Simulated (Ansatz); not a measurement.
## How far each method lies from RCCSDTQ for CO2, singlet

Geometry: MP2(full)/6-31G*, from the G2/97 set.

```xyz
3

C     0.0000    0.0000    0.0000
O     0.0000    0.0000   -1.1787
O     0.0000    0.0000    1.1787
```

Basis 6-31G* (Cartesian d functions); Ansatz 0.2.0. Only valence electrons are correlated (noble-gas cores frozen), which leaves 16 electrons in 42 orbitals. R marks a restricted (for open shells ROHF) determinant. Active spaces: valence = (16e, 12o) chosen from the atoms' valence shells.

Full CI isn't at hand for all of this; RCCSDTQ serves as the reference, and is uncertain by about the last step of the cluster series.

```
UHF ⟨S²⟩                          : 0.000
T1 diagnostic (RCCSD)             : 0.0202
largest doubles amplitude (RCCSD) : 0.069
```

| level | E − E(RHF) (eV) |
| --- | --- |
| RMP2 | -13.0432 |
| RCCSD | -12.9020 |
| RCCSD(T) | -13.4148 |

Question: Estimate how far RCCSDTQ in 6-31G* lies from RCCSD(T). The table doesn't fix it; the size of (T) and the diagnostics are the guide.

Answer: RCCSDTQ in 6-31G* lies 57 meV below RCCSD(T), which is 11 % of the (T) step (-513 meV). T1 is raised, but (T) still catches most of what CCSD lacks. The miss exceeds 1 kcal/mol.

The other levels:

```json
{"level": "CISD", "E − E(RCCSDTQ) (meV)": "1805", "share of correlation (%)": "86.60", "wall time": "2.5 s"}
{"level": "BCCD(T)", "E − E(RCCSDTQ) (meV)": "46", "share of correlation (%)": "99.66", "wall time": "0.69 s"}
{"level": "RCCSDT", "E − E(RCCSDTQ) (meV)": "51", "share of correlation (%)": "99.62", "wall time": "–"}
{"level": "CISDTQ", "E − E(RCCSDTQ) (meV)": "164", "share of correlation (%)": "98.78", "wall time": "11 min (H100)"}
{"level": "RCCSDT(Q)", "E − E(RCCSDTQ) (meV)": "-9", "share of correlation (%)": "100.07", "wall time": "17 s"}
{"level": "CASSCF (valence space)", "E − E(RCCSDTQ) (meV)": "8512", "share of correlation (%)": "36.82", "wall time": "–"}
{"level": "NEVPT2 (valence space)", "E − E(RCCSDTQ) (meV)": "1323", "share of correlation (%)": "90.18", "wall time": "13 s"}
{"level": "MRCISD (valence space)", "E − E(RCCSDTQ) (meV)": "617", "share of correlation (%)": "95.42", "wall time": "–"}
{"level": "MRCISD+Q (valence space)", "E − E(RCCSDTQ) (meV)": "55", "share of correlation (%)": "99.59", "wall time": "21 s (H100)"}
```

The correlation energy at RCCSDTQ, counted from RHF, is -13.472 eV. That run took 26 s on 5 threads of AMD EPYC 7R13 with a whole H100 80 GB, shared host.

Times hold each run's SCF and search for its determinant on a shared host, so for small cases they say little of a method's own cost; rows without a card ran on 1 thread of AMD EPYC 7R13.

Natural occupations of CASSCF (valence space) about the gap: 1.977 1.977 1.973 1.959 1.959 0.064 0.064 0.035 0.015; effectively unpaired electrons, Σ n²(2−n)², 0.06.

Atomization energy (electronic, same basis, no zero-point term; atoms at the same level, unrestricted beside the R rows where the molecule is a closed shell, with restricted open-shell steps beyond CCSDT(Q)) at RCCSDTQ: 1514.4 kJ/mol. Errors of other levels:

```tsv
level	error (kJ/mol)
RHF	-517.5
RMP2	99.5
CISD	-154.3
RCCSD	-46.2
RCCSD(T)	-3.7
BCCD(T)	-2.1
RCCSDT	-4.6
CISDTQ	-15.1
RCCSDT(Q)	0.9
CASSCF (valence space)	-52.3
NEVPT2 (valence space)	36.7
MRCISD (valence space)	-41.3
MRCISD+Q (valence space)	-10.4
```

This basis is far from its limit, so the value isn't to be set against a measured one. Truncated CI isn't size-consistent, which counts against it in atomization.
